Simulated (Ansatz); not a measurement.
# AlNaH₂ (singlet): the correlation ladder at scale of all distances = 1.000, cc-pVDZ

Aim: climb from Hartree-Fock through coupled cluster and multireference methods for AlNaH₂ (singlet) at one geometry and basis, and see what each rung misses.

Computed with Ansatz 0.2.0, Gaussian basis. Level: cc-pVDZ, core rule «outside noble gas», up to 10 orbitals frozen.

The runs, in order: UHF; CCSD(T) on RHF; CCSD(T) on UHF; BCCD(T) on RHF; CISD; CCSDT(Q) on RHF; CCSDT(Q) on UHF; CASSCF and MRCISD+Q, 2 electrons in 2 orbitals; CASSCF and NEVPT2, 2 electrons in 2 orbitals; Full CI.

38 further runs of the same task are left out: 24 for a known fault of the program, 12 that didn't finish, 2 set aside as unsound or not needed.

**1. The system**

The geometry derives from a PBE0/def2-TZVP stationary point (not a proven minimum). All distances are scaled together.

4 atoms, charge 0, spin multiplicity 1.

Atoms are counted from 1 here; the program's logs count them from 0.

Bond lengths: Al1–H3 1.618 Å, Al1–H4 1.618 Å. Angles: H3–Al1–H4 108.1°.

**2. UHF**

File in.yaml:

```yaml
crystal:
  periodic: [false, false, false]
  atoms:
    - {symbol: Al, position_ang: [0.000000, 0.000000, 1.246916]}
    - {symbol: Na, position_ang: [0.000000, 0.000000, -1.656035]}
    - {symbol: H, position_ang: [0.000000, 1.310474, 2.196633]}
    - {symbol: H, position_ang: [0.000000, -1.310474, 2.196633]}
basis:
  gaussian: {orbitals: cc-pVDZ}
magnetization: {spin_polarized: true, initial_magnetization: 0}
hamiltonian: {xc: hf}
output: {orbitals: {seedname: orbitals}}
```

The run is started by

```sh
> ansatz run in.yaml --threads 1 --pin off --events-out ev --progress --plain --max-ram 2393MiB
```

After this run come: CCSD(T) on RHF; CCSD(T) on UHF; BCCD(T) on RHF; CISD; CCSDT(Q) on RHF; CCSDT(Q) on UHF; CASSCF and MRCISD+Q, 2 electrons in 2 orbitals; CASSCF and NEVPT2, 2 electrons in 2 orbitals; Full CI.

Before running them: what should the planned runs give, taken together? Wanted: FCI below the RHF energy; RMP2 from FCI; RCCSD from FCI; RCCSD(T) from FCI; RCCSDT(Q) from FCI; MRCISD+Q pair from FCI; T1 diagnostic; effectively unpaired electrons.

As calculated:

```
                         quantity                                                value
         FCI below the RHF energy                                           -2.8916 eV
                    RMP2 from FCI                                         +74.5 kJ/mol
                   RCCSD from FCI                                          +6.9 kJ/mol
                RCCSD(T) from FCI                                          +1.8 kJ/mol
               RCCSDT(Q) from FCI                                          +0.1 kJ/mol
           MRCISD+Q pair from FCI                                          -3.3 kJ/mol
levels within 1 kcal/mol (43 meV)  RCCSD(T), BCCD(T), RCCSDT, RCCSDT(Q), MRCISD+Q pair
                    T1 diagnostic                                                0.012
   effectively unpaired electrons                                                 0.09
```

RCCSD(T) lands +1.8 kJ/mol from the yardstick (0.6 % of the correlation energy). MRCISD+Q pair falls below full CI: the +Q correction isn't variational, and the cores differ from full CI's. One determinant dominates. These misses are within one basis, not against nature.
